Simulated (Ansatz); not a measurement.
## Telling isomers of CH6NOS+ apart by their spectra

These gas-phase data were calculated for one isomer of CH6NOS+ at B3LYP/6-31G* (harmonic, unscaled wavenumbers; equilibrium rotational constants with average atomic masses):

- rotational constants: 8.961, 4.302, 3.199 GHz
- all wavenumbers above 1500 cm⁻¹: 3726, 3494, 3452, 3364, 3087, 2688, 1683, 1663, 1531

Candidates:

(1) `[NH3+]SCO`, a singlet
(2) `[NH3+]CSO`, a singlet
(3) `[NH3+][C@H](O)S`, a singlet

**Question.** Assign the data to one candidate and say why.

**Answer.** Candidate (3). The band at 2688 cm⁻¹ lies where the S–H stretch is expected; (1), (2) have no mode between 2500 and 2800 cm⁻¹.

The same quantities for all candidates:

|  | rotational constants (GHz) | wavenumbers above 1500 cm⁻¹ | E above the lowest, B3LYP/6-31G* (kcal/mol) |
| --- | --- | --- | --- |
| (1) | 8.726, 4.675, 3.345 | 3708, 3491, 3426, 3184, 3179, 3104, 1698, 1672, 1514 | 8.8 |
| (2) | 9.562, 4.489, 3.455 | 3671, 3470, 3423, 3324, 3188, 3115, 1708, 1673, 1531 | 8.3 |
| (3) | 8.961, 4.302, 3.199 | 3726, 3494, 3452, 3364, 3087, 2688, 1683, 1663, 1531 | 0.0 |

Harmonic stretches to hydrogen usually lie a few per cent above observed fundamentals. Each candidate is one conformer. Programs: Ansatz 0.2.0.
